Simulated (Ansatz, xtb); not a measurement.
## H3NOSi−: where a starting geometry ends

The starting geometry of this gas-phase doublet was built from a drawn formula by distance geometry and a force field; its bonds are those of `[NH-]O[SiH2]`.

```json
{"atom": "N", "x (Å)": "-0.3054", "y (Å)": "0.7776", "z (Å)": "0.3778"}
{"atom": "O", "x (Å)": "0.2481", "y (Å)": "-0.5361", "z (Å)": "0.6039"}
{"atom": "Si", "x (Å)": "0.4750", "y (Å)": "-0.8872", "z (Å)": "2.2086"}
{"atom": "H", "x (Å)": "0.3768", "y (Å)": "1.4315", "z (Å)": "0.2160"}
{"atom": "H", "x (Å)": "-0.8053", "y (Å)": "-1.0713", "z (Å)": "2.9792"}
{"atom": "H", "x (Å)": "1.4449", "y (Å)": "-0.0371", "z (Å)": "2.9497"}
```

Where would you expect an optimisation with r2SCAN-D4/def2-SVPD to take it?

It keeps its bonds, and is `[NH-]O[SiH2]`. Distances that change by over a tenth: O2–Si3 (1.66 → 1.83 Å).

The energy falls by 1.17 eV over 19 steps:

```json
{"step": "1", "E − E(last) (eV)": "1.174"}
{"step": "3", "E − E(last) (eV)": "0.375"}
{"step": "5", "E − E(last) (eV)": "0.275"}
{"step": "7", "E − E(last) (eV)": "0.141"}
{"step": "9", "E − E(last) (eV)": "0.048"}
{"step": "11", "E − E(last) (eV)": "0.005"}
{"step": "13", "E − E(last) (eV)": "0.001"}
{"step": "15", "E − E(last) (eV)": "0.000"}
{"step": "17", "E − E(last) (eV)": "0.000"}
{"step": "19", "E − E(last) (eV)": "0.000"}
```

Final geometry (Å):

```xyz
6

N    -0.0647    0.6656    0.1805
O     0.2675   -0.6030    0.4814
Si    0.5617   -1.1520    2.2054
H    -0.0965    1.1575    1.0980
H    -0.6986   -0.4483    2.7868
H     1.4648    0.0576    2.5829
```

From the same start GFN2-xTB ends elsewhere, differing in N1–Si3 (1.89 against 2.79 Å here).

The end wasn't checked by frequencies. Open shells are spin-unrestricted. Run with Ansatz 0.2.0, 68 s on 2 threads of Arm Neoverse V2, on a shared host.
